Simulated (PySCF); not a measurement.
**The bond of S2−, level by level**

One job finds the state of S2−, follows it along the bond with each method and fits the curves.

Computed with PySCF 2.14.0. Level: S aug-pcseg-1, no relativity.

### Step 1. Set-up

The job is set up so:

```yaml
atoms: S, S
charge: -1
basis: S aug-pcseg-1
Hamiltonian: no relativity
basis_functions: 54
electrons_treated: 33
masses_in_u: 31.9721, 31.9721
levels: PBE0, PBE, r²SCAN, TPSSh, PW91, B97-3, ωB97X, HF, MP2, SCS-MP2, CCSD, CCSD(T)
grid: 80 radial by 434 angular points
occupations: held fixed by the projection of orbital angular momentum
dissociation_limit: S + S−, each in its ground configuration
starting_distance_in_angstrom: 2.070
values_of_2S_to_try: 1, 3
```

Further steps of the session: The PBE0 curve of the state that the search chose; Higher solutions at PBE0; PBE (GGA); r²SCAN; TPSSh; PW91 (GGA); B97-3 (global hybrid GGA); ωB97X; UHF (mean field); Correlated methods on the Hartree–Fock reference.

**Question.** What will these runs give? Wanted: for each run, Re; ωe; De.

**Answer**, as computed:

Lowest PBE0 solution found, without spin–orbit coupling: doublet, unpaired electrons π ↑.

```
      level  Re (Å)  ωe (cm⁻¹)  De (eV)
        UHF   2.006        638     1.94
    UHF-MP2   2.044        562     3.52
UHF-SCS-MP2   2.046        562     3.36
   UHF-CCSD   2.046        567     3.17
UHF-CCSD(T)   2.058        546     3.33
        PBE   2.050        551     4.21
       PW91   2.051        549     4.22
     r²SCAN   2.035        571     4.01
      TPSSh   2.038        568     3.91
       PBE0   2.021        594     3.94
      B97-3   2.036        577     3.95
      ωB97X   2.008        624     3.80
```

De is counted to S + S− in their ground configurations.

Differences from CCSD(T) in the same basis:

```csv
level,Re (mÅ),ωe (%)
UHF,-52,+16.9
UHF-MP2,-14,+2.9
UHF-SCS-MP2,-12,+2.9
UHF-CCSD,-12,+4.0
PBE,-9,+1.0
PW91,-7,+0.6
r²SCAN,-24,+4.7
TPSSh,-21,+4.1
PBE0,-37,+8.9
B97-3,-22,+5.7
ωB97X,-51,+14.3
```

What this shows: Against CCSD(T) in the same basis, the bond length is nearest at PW91 (-7 mÅ) and farthest at UHF (-52 mÅ); the wavenumber is nearest at PW91 (+0.6 %) and farthest at UHF (+16.9 %). Hartree–Fock falls on the short and stiff side, its usual fault. CCSD(T) in a basis this small is itself some way from its limit, more so than the functionals. Of the levels with a De here, UHF gives the least (1.94 eV) and PW91 the most (4.22 eV).

Correlated steps freeze 10 core orbitals. With some functionals the highest level of the anion is positive, from self-interaction error or because the anion is truly unbound there; the finite basis then holds the extra electron, and no neutral molecule was run to test the binding.
